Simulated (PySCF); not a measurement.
**FHO₂S, a complex of two parts: interaction energy**

An exercise on one series of results from a longer session: the logs are not shown, and one member is left open.

Computed with PySCF 2.14.0; each step states its level. No surroundings beyond the atoms listed, unless a continuum is named. Atoms count from 0, parts from 1.

### The system as given

5 atoms, charge 0, multiplicity 1; geometry: GFN2-xTB. Parts: 1 = atoms 0–2, `O=S=O`, charge 0; 2 = atoms 3–4, `F`, charge 0.

Set-up of the first run:

Job settings and geometry (Å):

```
{"job": {"xc": "PBE0", "basis": "def2-SVPD", "d3": "d3bj", "grid": 2, "kind": "geom", "shake": 0.01}, "charge": 0, "multiplicity": 1, "parts": [{"atoms": "0-2", "charge": 0, "multiplicity": 1}, {"atoms": "3-4", "charge": 0, "multiplicity": 1}]}
O     -0.665397     0.431711     0.638006
S      0.004024    -0.309750    -0.377836
O      1.414399    -0.239196    -0.343482
F     -0.547104     2.005718     2.694349
H     -0.638575     1.429273     1.925415
```

The run is started by

```sh
OMP_NUM_THREADS=1 python cluster_run.py task.json out
```

One launch serves the whole session: the jobs run in the order shown.

Among the steps run: Optimising the geometry at PBE0-D3(BJ)/def2-SVPD; Coupled-cluster interaction energy: CCSD(T) and MP2.

One of the session's tables, all rows but one given; the rest of the session is left out.

It belongs to the step «Coupled-cluster interaction energy: CCSD(T) and MP2». 

| method | interaction energy (kcal/mol) |
| --- | --- |
| HF/aug-cc-pVDZ | -3.72 |
| MP2/aug-cc-pVDZ | -3.71 |
| CCSD/aug-cc-pVDZ | -3.85 |
| CCSD(T)/aug-cc-pVDZ | ? |
| HF/aug-cc-pVTZ | -3.88 |
| MP2/aug-cc-pVTZ | -4.07 |
| SCS-MP2/aug-cc-pVTZ | -3.71 |
| MP2, extrapolated | -4.15 |
| CCSD(T), limit estimate | -4.36 |

Estimate the missing values for CCSD(T)/aug-cc-pVDZ.

As computed: interaction energy (kcal/mol): -3.91. In the column «interaction energy (kcal/mol)» it lies between MP2/aug-cc-pVTZ (-4.07) and HF/aug-cc-pVTZ (-3.88).

Caveats from the session: At this geometry a test (T1, the size of the triples or of CCSD(T) less MP2, charge moved between the parts) flags the run, so its CCSD(T) estimate is not taken as a benchmark.
